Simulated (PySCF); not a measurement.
Spectrum to structure. Computed with TDDFT wB97X-D/def2-SVPD, vertical, gas phase, core orbitals frozen in the response in PySCF 2.14.0, density-fitted response routines. Geometries: GFN2-xTB, one conformer each.

```csv
state,E (eV),f
S1,4.11,0.0001
S2,5.17,0.0000
S3,6.03,0.095
S4,7.17,0.0000
S5,7.57,0.013
S6,7.83,0.047
S7,7.97,0.0000
S8,8.15,0.028
```

Triplets computed (Tamm–Dancoff): 3.59, 4.43, 4.88 eV.

Orbital energies (eV): HOMO-3 -12.01, HOMO-2 -10.69, HOMO-1 -10.61, HOMO -9.87, LUMO 0.03, LUMO+1 2.14, LUMO+2 2.44.

Question: Which structure fits? All have the formula C5H6O.
A. `C#C/C=C/CO`
B. `C#CC(=O)CC`
C. `C#C/C=C/OC`
D. `C(=O)C(=C)C=C`

Answer: B. Its S1 lies at 4.11 eV; the nearest of the others has S1 at 3.66 eV. S1 is HOMO→LUMO (96%). Löwdin shares by element: HOMO oxygen 65%, carbon 29% or more; LUMO carbon 61% or more, oxygen 26%. At the same level the other candidates give, for their lowest levels:
- `C#C/C=C/CO`: 5.54 eV (f 0.003); 5.67 eV (f 0.365); 6.37 eV (f 0.001); 6.58 eV (f 0.001); 7.23 eV (f 0.004); T1 3.55 eV; HOMO -8.94, LUMO 0.69 eV
- `C=CC(=C)C=O`: 3.66 eV (f 0.000); 4.94 eV (f 0.151); 6.14 eV (f 0.001); 6.29 eV (f 0.441); 6.93 eV (f 0.118); T1 2.94 eV; HOMO -9.11, LUMO -0.37 eV
- `C#C/C=C/OC`: 5.68 eV (f 0.372); 5.90 eV (f 0.000); 6.06 eV (f 0.000); 6.61 eV (f 0.002); 7.14 eV (f 0.003); T1 3.66 eV; HOMO -8.23, LUMO 1.42 eV

Conformer computed: `[CH:1]#[C:2][C:3](=[O:4])[CH2:5][CH3:6]`: C2–C3–C5–C6 180°.
